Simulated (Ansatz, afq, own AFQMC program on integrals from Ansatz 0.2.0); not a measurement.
Where AFQMC and coupled cluster stand for P, quartet

A free P atom.

Basis cc-pVQZ. Only valence electrons are correlated. AFQMC by an in-house program on the Cholesky factors that Ansatz 0.2.0 writes for its CCSD(T) run. The CISD trial takes its coefficients from CCSD amplitudes. Released means that phaseless walkers are propagated on without the constraint, phases kept. Free AFQMC starts from the CCSD state and is never constrained. Its projection time is finite, and what remains of the start isn't in its error. ± is one standard error of the sampling.

Determinant: UHF, the one that the program's search chose, which needn't be the lowest solution.

Full CI on the same integrals is exact in this basis and with this determinant's frozen core.

* T1 diagnostic: 0.0051
* weight of the determinant in the CISD state: 0.937
* ⟨S²⟩ of the determinant: 3.751
* size of the correlated space: 5 electrons in 54 orbitals

Reference: full CI, correlation energy -2.997 eV. The released energy is read at 1.50 1/Eh (meV from the phaseless value at times in 1/Eh: -1.2 ± 1.6 at 0.24, -1.8 ± 1.1 at 0.50, -4.6 ± 1.0 at 1.00, -4.0 ± 0.8 at 1.50).

```json
{"level": "HF", "E − E(reference) (kcal/mol)": "69.10", "share of correlation (%)": "0.00"}
{"level": "MP2", "E − E(reference) (kcal/mol)": "13.34", "share of correlation (%)": "80.70"}
{"level": "CCSD", "E − E(reference) (kcal/mol)": "3.42", "share of correlation (%)": "95.05"}
{"level": "CCSD(T)", "E − E(reference) (kcal/mol)": "0.58", "share of correlation (%)": "99.16"}
{"level": "CCSDT", "E − E(reference) (kcal/mol)": "0.11", "share of correlation (%)": "99.84"}
{"level": "CCSDT(Q)", "E − E(reference) (kcal/mol)": "0.02", "share of correlation (%)": "99.98"}
{"level": "ph-AFQMC/HF", "E − E(reference) (kcal/mol)": "0.23 ± 0.29", "share of correlation (%)": "99.67"}
{"level": "ph-AFQMC/CISD", "E − E(reference) (kcal/mol)": "0.09 ± 0.04", "share of correlation (%)": "99.87"}
{"level": "released AFQMC", "E − E(reference) (kcal/mol)": "0.00 ± 0.02", "share of correlation (%)": "100.00"}
{"level": "free AFQMC", "E − E(reference) (kcal/mol)": "-0.03 ± 0.03", "share of correlation (%)": "100.04"}
```

CCSDT and higher add their correlation energy to the determinant of the CCSD(T) run, since their own runs factorise the integrals more tightly (a shift of under 2 meV). Free projections are given only where their last times agree within the noise and don't stop above the reference; a slow remainder of the start can still hide under it. A walk keeps the symmetry of its determinant, which the program's search chose and which needn't be the lowest solution, so a lower state of the same spin and another symmetry isn't excluded. Released energies are given only where the last usable release times agree within the noise; a slower fall can still hide under it.
